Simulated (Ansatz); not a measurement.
# H2Si–AlH2, doublet: vertical spin and charge gaps

Geometry (PBE0/def2-TZVP stationary point for this spin, not checked as a minimum):

| atom | x (Å) | y (Å) | z (Å) |
| --- | --- | --- | --- |
| Si | 0.0000 | -0.0707 | 1.2015 |
| Al | 0.0000 | 0.0325 | -1.2382 |
| H | 1.2043 | 0.4912 | 1.8823 |
| H | -1.2043 | 0.4912 | 1.8823 |
| H | 0.0000 | 1.4238 | -2.0084 |
| H | 0.0000 | -1.3073 | -2.0883 |

Basis cc-pVDZ; Ansatz 0.2.0. Correlated methods freeze the noble-gas cores. R marks a restricted (for open shells ROHF) determinant, U an unrestricted one.

Gaps are energies of the second state less the first, at fixed atoms, for a selection of the levels run; each method lands on the state that its own search finds for that charge and spin.

For open shells CISD is restricted-active-space CI with the open shells as a complete middle space.

Quartet less doublet: 3.828 eV at UCCSDT(Q).

| level | gap (eV) | error (meV) |
| --- | --- | --- |
| RHF | 3.672 | -156 |
| RMP2 | 3.933 | 105 |
| UMP2 | 3.934 | 106 |
| CISD | 3.842 | 14 |
| RCCSD | 3.869 | 41 |
| UCCSD | 3.870 | 42 |
| UCCSD(T) | 3.847 | 19 |
| PBE | 3.478 | -350 |
| B2PLYP | 3.929 | 101 |
| RPA-PBE | 3.703 | -125 |

Removing an electron, to the triplet: 9.861 eV at UCCSDT(Q).

| level | gap (eV) | error (meV) |
| --- | --- | --- |
| RHF | 9.345 | -516 |
| UHF | 9.325 | -536 |
| RMP2 | 9.884 | 23 |
| UMP2 | 9.873 | 12 |
| CISD | 9.791 | -70 |
| RCCSD | 9.863 | 2 |
| UCCSD | 9.863 | 2 |
| RCCSD(T) | 9.867 | 6 |
| UCCSD(T) | 9.867 | 6 |
| BCCD(T) | 9.867 | 6 |
| RCCSDT | 9.859 | -2 |
| UCCSDT | 9.859 | -2 |
| RCCSDT(Q) | 9.861 | 0 |
| PBE | 9.726 | -135 |
| r2SCAN | 9.852 | -9 |
| PBE0 | 9.915 | 54 |
| B3LYP | 9.934 | 73 |
| wB97M-V | 10.008 | 147 |
| B2PLYP | 9.911 | 50 |
| RPA-PBE | 9.866 | 5 |

Problem. PBE gives 7.953 eV for removing an electron, to the singlet. Estimate what UCCSDT(Q) gives in cc-pVDZ.

Solution. UCCSDT(Q) in cc-pVDZ gives 7.824 eV, so against it PBE is off by 0.129 eV, of which a good part can be the reference's own basis and frozen-core error.

```tsv
level	gap (eV)	error (meV)
RHF	7.491	-333
UHF	7.561	-263
RMP2	7.826	2
UMP2	7.830	6
CISD	7.777	-47
RCCSD	7.812	-12
UCCSD	7.814	-10
RCCSD(T)	7.824	0
UCCSD(T)	7.824	0
BCCD(T)	7.824	0
RCCSDT	7.824	0
UCCSDT	7.824	0
RCCSDT(Q)	7.824	0
r2SCAN	8.164	340
PBE0	8.073	249
B3LYP	7.969	145
wB97M-V	7.821	-3
B2PLYP	7.871	47
RPA-PBE	7.939	115
```

In so small a basis the reference is far from its limit while semilocal and hybrid functionals are nearer theirs (RPA and double hybrids share part of the reference's basis error), so the functionals' errors here hold much of the reference's basis and frozen-core error, which can add to them or hide them.

Full CI isn't at hand for all of this; UCCSDT(Q) serves as the reference, and is uncertain by the last step of the cluster series or more. The frozen core follows each run's orbitals, which can shift R against U totals by a few meV.
